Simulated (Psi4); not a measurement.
# Two attempts at Si2H5 (SMILES [SiH2][SiH3])

Wanted: the charge distribution of Si2H5, UHF/cc-pV(T+d)Z (density fitting).

The calculation is run with Psi4 1.11.

3 further runs of the same task are left out: 2 that didn't finish, 1 set aside as unsound or not needed.

### 1 The molecule

Si2H5 has 7 atoms, charge 0, and is taken as a doublet. SMILES: `[SiH2][SiH3]`. The shape is that of a PBE0-D4/def2-TZVP optimisation.

Bond lengths: Si1–Si2 2.324 Å, Si1–H3 1.489 Å, Si1–H4 1.488 Å, Si2–H5 1.487 Å, Si2–H6 1.490 Å, Si2–H7 1.487 Å. Angles: Si1–Si2–H5 109.0°, Si1–Si2–H6 112.7°, Si1–Si2–H7 109.0°, Si2–Si1–H3 114.5°, Si2–Si1–H4 114.5°, H5–Si2–H6 108.5°, H5–Si2–H7 109.1°, H6–Si2–H7 108.5°, H3–Si1–H4 109.9°.

### 2 First attempt

The input, calc.dat:

```
memory 1600 MB

molecule {
  0 2
  Si
  Si 1 2.32444
  H 1 1.488519 2 114.52243
  H 1 1.488478 3 109.94172 2 -130.59822
  H 2 1.486639 1 108.96684 4 -56.24176
  H 2 1.48994 5 108.53496 1 -123.05805
  H 2 1.48669 5 109.0627 6 -118.06565
  no_reorient
  no_com
}

set reference uhf
set scf_type disk_df
set diis false
set scf_initial_accelerator none
set guess core
set maxiter 50

e_tot, wfn = energy('hf/cc-pV(T+d)Z', return_wfn=True)
oeprop(wfn, 'QUADRUPOLE', 'DIPOLE', 'NO_OCCUPATIONS', 'MAYER_INDICES', 'LOWDIN_CHARGES')
```

Command:

```
$ psi4 -n 1 calc.dat calc.out
```

calc.out:

```text
Psi4 1.11 release

   => Loading Basis Set <=

    Name: CC-PV(T+D)Z
    Role: ORBITAL
    Keyword: BASIS

         ---------------------------------------------------------
                                   SCF
                              UHF Reference
                        1 Threads,   1525 MiB Core
         ---------------------------------------------------------

  ==> Geometry <==

    Molecular point group: c1
    Full point group: C1

    Geometry (in Angstrom), charge = 0, multiplicity = 2:

[... 84 lines left out ...]
     A        148     148      17      16      16       1
   -------------------------------------------------------
    Total     148     148      17      16      16       1
   -------------------------------------------------------

  ==> Iterations <==

                           Total Energy        Delta E     RMS |[F,P]|

   @DF-UHF iter   1:  -510.72382821669987   -5.10724e+02   8.22084e-02
   @DF-UHF iter   2:  -477.33941410046469    3.33844e+01   3.71179e-02
   @DF-UHF iter   3:  -419.66855155553844    5.76709e+01   1.04318e-01
[... 46 lines of this table left out ...]
   @DF-UHF iter  50:  -357.06848700237629    4.32684e+00   1.03097e-01

PsiException: Could not converge SCF iterations in 50 iterations.

  Failed to converge.

psi4.driver.p4util.exceptions.SCFConvergenceError: Could not converge SCF iterations in 50 iterations.

Printing out the relevant lines from the Psithon --> Python processed input file:
    core.set_global_option("SCF_TYPE", "disk_df")
    core.set_global_option("DIIS", "false")
    core.set_global_option("SCF_INITIAL_ACCELERATOR", "none")
    core.set_global_option("GUESS", "core")
    core.set_global_option("MAXITER", 50)
--> e_tot, wfn = energy('hf/cc-pV(T+d)Z', return_wfn=True)
    oeprop(wfn, 'QUADRUPOLE', 'DIPOLE', 'NO_OCCUPATIONS', 'MAYER_INDICES', 'LOWDIN_CHARGES')

!------------------------------------------------------!
!                                                      !
!  Could not converge SCF iterations in 50 iterations. !
!                                                      !
!------------------------------------------------------!

    Psi4 run time: 0:00:09.30
```

Wall time 12 s (1 thread of Intel Xeon Platinum 8259CL at 2.50GHz (Skylake/Cascade Lake), shared host); peak memory 0.29 GiB.

### 3 Diagnosis

The run stopped without converging.

The telling line is `Could not converge SCF iterations in 50 iterations.`. What is wrong: the convergence aids are set badly. The sound input differs in these keys, not all of which need be the cause: diis at its default in place of no; scf initial accelerator at its default in place of none; starting guess at its default in place of core.

### 4 Try two

The input, h5si2.in:

```
memory 1600 mb

molecule mol {
  0 2
  Si
  Si 1 2.32444
  H 1 1.488519 2 114.52243
  H 1 1.488478 3 109.94172 2 -130.59822
  H 2 1.486639 1 108.96684 4 -56.24176
  H 2 1.48994 5 108.53496 1 -123.05805
  H 2 1.48669 5 109.0627 6 -118.06565
  units angstrom
  no_reorient
  no_com
}

set {
  reference uhf
  scf_type disk_df
}

result, w = energy('hf/cc-pV(T+d)Z', return_wfn=True)
oeprop(w, 'QUADRUPOLE', 'DIPOLE', 'NO_OCCUPATIONS', 'MAYER_INDICES', 'LOWDIN_CHARGES')
```

Command:

```
$ psi4 -i h5si2.in -o h5si2.out -n 1
```

h5si2.out:

```text
[...]
  Running in c1 symmetry.
[...]
  Nuclear repulsion =   82.797395507358075
[...]
  Multiplicity = 2
[...]
  Nalpha       = 17
  Nbeta        = 16
[...]
    Number of basis functions: 148
[...]
   @DF-UHF iter   1:  -580.70686538045686   -6.38481e-01   1.41714e-03 DIIS/ADIIS
[...]
   @DF-UHF iter   8:  -580.75899781092619   -1.98401e-07   7.66423e-07 DIIS
[...]
   @S^2 Observed:                7.597044979E-01
[...]
    Orbital Energies [Eh]
    ---------------------
    Alpha Occupied:
       1A    -68.782406     2A    -68.778107     3A     -6.132644
       4A     -6.127083     5A     -4.245648     6A     -4.235432
       7A     -4.235358     8A     -4.233246     9A     -4.233078
      10A     -4.232689    11A     -0.760248    12A     -0.673932
      13A     -0.503378    14A     -0.493586    15A     -0.476201
      16A     -0.424712    17A     -0.324160
    Alpha Virtual:
      18A      0.126407    19A      0.127164    20A      0.139106
      21A      0.154253    22A      0.166739    23A      0.180295
      24A      0.258457    25A      0.269294    26A      0.289247
[...]
  @DF-UHF Final Energy:  -580.75899781092619
   => Energetics <=
    Nuclear Repulsion Energy =             82.7973955073580754
    One-Electron Energy =                -969.7717544307337221
    Two-Electron Energy =                 306.2153611124495569
    Total Energy =                       -580.7589978109260755
  UHF NO Occupations:
  HONO-2 :   15  A 1.9995089
  HONO-1 :   16  A 1.9961344
[...]
 Multipole Moments:
 ------------------------------------------------------------------------------------
     Multipole            Electronic (a.u.)      Nuclear  (a.u.)        Total (a.u.)
 ------------------------------------------------------------------------------------
 L = 1.  Multiply by 2.5417464519 to convert [e a0] to [Debye]
 Dipole X            :         -0.8672754            0.8712232            0.0039477
 Dipole Y            :         -0.4193998            0.4214307            0.0020309
 Dipole Z            :         -1.2405983            1.2619846            0.0213863
 Magnitude           :                                                    0.0218422
 L = 2.  Multiply by 1.3450342976 to convert [e a0^2] to [Debye ang]
 Quadrupole XX       :        -37.7119420           14.3499200          -23.3620220
 Quadrupole XY       :          3.1761447           -3.2595071           -0.0833624
[...]
```

It took 5.4 s on 1 thread of Intel Xeon Platinum 8259CL at 2.50GHz (Skylake/Cascade Lake), shared host; peak memory 0.38 GiB.

Atomic charges (e):

```
atom  Löwdin
 Si1  +0.301
 Si2  +0.339
  H3  -0.136
  H4  -0.136
  H5  -0.121
  H6  -0.124
  H7  -0.121
```

### 5 Results

At UHF/cc-pV(T+d)Z (density fitting):

```
                          quantity          value
                      total energy  -580.75900 Eh
                     dipole moment         0.06 D
HOMO energy (highest over α and β)       -8.82 eV
 LUMO energy (lowest over α and β)        1.03 eV
                              ⟨S²⟩          0.760
```
